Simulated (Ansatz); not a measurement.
Molecule: thiophene, C4H4S, charge 0, multiplicity 1. 
Geometry from a B3LYP-D3(BJ)/def2-TZVP (Ansatz, a quantum-chemistry and plane-wave program) optimisation:
SMILES: c1ccsc1
```xyz
9

S     -0.0075     0.0093     1.1889
C     -0.0031     1.2348    -0.0155
C      0.0032    -1.2349     0.0038
C      0.0061     0.7012    -1.2720
C      0.0098    -0.7210    -1.2609
H     -0.0076     2.2744     0.2670
H      0.0041    -2.2700     0.3026
H      0.0102     1.2987    -2.1721
H      0.0169    -1.3325    -2.1515
```
Charge 0, spin multiplicity 1.

Computed values are from Ansatz. Correlated levels leave the core frozen unless marked. UHF or UKS for open shells. Spin-orbit coupling is left out. No relativistic terms. Basis-set limits of correlation are two-point, X^-3; Hartree-Fock from the larger set. [CCSD(T)-MP2]/basis is that difference in the basis named.

```
Property                                                                                                            Result
-------------------------------------  -----------------------------------------------------------------------------------
atomisation energy De                       4021.8 kJ/mol at RI-MP2/CBS(cc-pV(T+d)Z,cc-pV(Q+d)Z)+[CCSD(T)-MP2]/cc-pV(T+d)Z
total energy                                 -552.3734 Eh at RI-MP2/CBS(cc-pV(T+d)Z,cc-pV(Q+d)Z)+[CCSD(T)-MP2]/cc-pV(T+d)Z
dipole moment                                                                            0.52 D at CCSD(T)/aug-cc-pV(D+d)Z
T1 diagnostic                                                                                    0.013 at CCSD/cc-pV(T+d)Z
measured enthalpy of formation, 298 K           115.1 kJ/mol (G2/97 table in ASE (Curtiss et al.); older table, unchecked)
measured dipole moment                 0.55 D (NIST CCCBDB, as tabulated in the package chemicals; older table, unchecked)
```

The Hartree-Fock reference is unstable (checked in the largest basis), which strains HF and MP2.
